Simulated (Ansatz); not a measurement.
Process, species as SMILES: [O+]#[Si-] (O-Si) + 3 [H][H] (H2) → O (H2O) + [SiH4] (SiH4)
B3LYP-D3(BJ)/def2-TZVP geometries, fixed; electronic energies without zero-point terms.

The energy of full hydrogenation at CCSD(T) with Ansatz (an electronic-structure program), in kcal/mol, split into its Hartree-Fock and correlation parts. Cores are frozen. No added dispersion term, no relativity. Functions are those of the species that has most.

| basis | X | functions | Hartree-Fock | CCSD(T) |
|---|---|---|---|---|
| aug-cc-pV(D+d)Z | 2 | 68 | -58.01 | -42.19 |
| aug-cc-pV(T+d)Z | 3 | 147 | -50.11 | -37.13 |
| aug-cc-pV(Q+d)Z | 4 | 273 | -50.37 | -37.90 |

Worked estimate of the basis-set limit from each neighbouring pair, with Hartree-Fock from the larger set and the correlation part extrapolated as X^-3.
Correlation parts: X = 2: 15.82, X = 3: 12.98, X = 4: 12.47.
- (2,3): (27·(12.98) - 8·(15.82))/19 = 11.78; with Hartree-Fock -50.11 the estimate is -38.33 kcal/mol.
- (3,4): (64·(12.47) - 27·(12.98))/37 = 12.10; with Hartree-Fock -50.37 the estimate is -38.27 kcal/mol.
The last two estimates differ by 0.05 kcal/mol; the largest set lies 0.37 from the last. Over the last step Hartree-Fock moves by -0.26 and the correlation part by -0.51.
